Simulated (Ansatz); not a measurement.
Molecule: C3H6Cl, charge 0, multiplicity 2. It need not be the lowest isomer of its formula. SMILES: C(Cl)C[CH2]
Structure (B3LYP-D3(BJ)/def2-TZVP (Ansatz, an electronic-structure program) minimum search):
```xyz
10

C      1.0151    -0.5856     0.0062
C      2.4210    -0.1047     0.0024
C      0.0344     0.5915    -0.0057
H      0.8116    -1.1906     0.8927
H      0.8126    -1.2075    -0.8687
Cl    -1.6829     0.0186    -0.0011
H      2.9291     0.1193    -0.9255
H      2.9281     0.1371     0.9263
H      0.1522     1.2177     0.8751
H      0.1532     1.2006    -0.8982
```
Charge 0, spin multiplicity 2.

### Question
Give the harmonic wavenumbers at B3LYP-D3(BJ)/def2-TZVP (Ansatz, finite differences of forces, unscaled).

### Answer
80, 130, 238, 352, 547, 716, 755, 856, 992, 1066, 1082, 1235, 1261, 1317, 1334, 1467, 1485, 1496, 3035, 3076, 3088, 3147, 3148, 3248 cm⁻¹. Zero-point energy 50.3 kcal/mol.

### Question
From these and the geometry, give the ideal-gas thermochemistry at 298.15 K and 1 atm (rigid rotor, harmonic oscillator).

### Answer
Point group Cs, rotational symmetry number 1. Rotational constants 27.37, 2.451, 2.352 GHz. S(trans) 38.96, S(rot) 25.12, S(vib) 11.44, S(elec, spin only) 1.38, S 76.9 cal/(mol K). H(298) - H(0) 4.21 kcal/mol; G - E(el) 31.5 kcal/mol.
